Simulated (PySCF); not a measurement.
**SiNH8+, a complex of two parts: interaction energy**

One table from this session's results is given with a row withheld; the runs are named, their logs left out.

Programs: PySCF 2.14.0. All values are calculated, for the isolated system unless a continuum is named. Atoms count from 0, parts from 1.

### Starting point

10 atoms, charge 1, multiplicity 1; geometry: GFN2-xTB. Parts: 1 = atoms 0–4, `[SiH4]`, charge 0; 2 = atoms 5–9, `[NH4+]`, charge 1.

The first run:

What the job is given:

```
{"job": {"xc": "PBE0", "basis": "def2-SVPD", "d3": "d3bj", "grid": 2, "kind": "geom", "shake": 0.01}, "charge": 1, "multiplicity": 1, "parts": [{"atoms": "0-4", "charge": 0, "multiplicity": 1}, {"atoms": "5-9", "charge": 1, "multiplicity": 1}]}
Si     0.462829    -0.139574    -0.273590
H      1.307747     0.767872     0.473417
H      0.565235    -0.014579    -1.727283
H      0.393896    -1.462474     0.244625
H     -0.965296     0.471644    -0.010180
N     -3.068196     1.677589     0.695139
H     -3.119056     2.565413     0.201785
H     -3.864114     1.100452     0.464103
H     -2.151676     1.158623     0.410879
H     -3.038855     1.839081     1.717983
```

Launch:

```
$ OMP_NUM_THREADS=1 python cluster_run.py task.json out
```

This one command runs all jobs of the session in turn.

Among the steps run: Relaxing the molecule at PBE0-D3(BJ)/def2-SVPD; Coupled-cluster interaction energy: CCSD(T) and MP2.

One table of the session follows, with a row left open; its other results are not shown here.

It belongs to the step «Coupled-cluster interaction energy: CCSD(T) and MP2». 

| method | interaction energy (kcal/mol) |
| --- | --- |
| HF/aug-cc-pVDZ | ? |
| MP2/aug-cc-pVDZ | -6.88 |
| CCSD/aug-cc-pVDZ | -6.51 |
| CCSD(T)/aug-cc-pVDZ | -6.80 |
| HF/aug-cc-pVTZ | -4.75 |
| MP2/aug-cc-pVTZ | -7.16 |
| SCS-MP2/aug-cc-pVTZ | -6.63 |
| MP2, extrapolated | -7.25 |
| CCSD(T), limit estimate | -7.18 |

Estimate the missing values for HF/aug-cc-pVDZ.

The run gave: interaction energy (kcal/mol): -4.70. In the column «interaction energy (kcal/mol)» it is the highest.

To keep in mind: The interaction energy leaves out the deformation of the parts, 1.42 kcal/mol (MP2); added to the CCSD(T) estimate it gives a binding of about -5.76 kcal/mol.
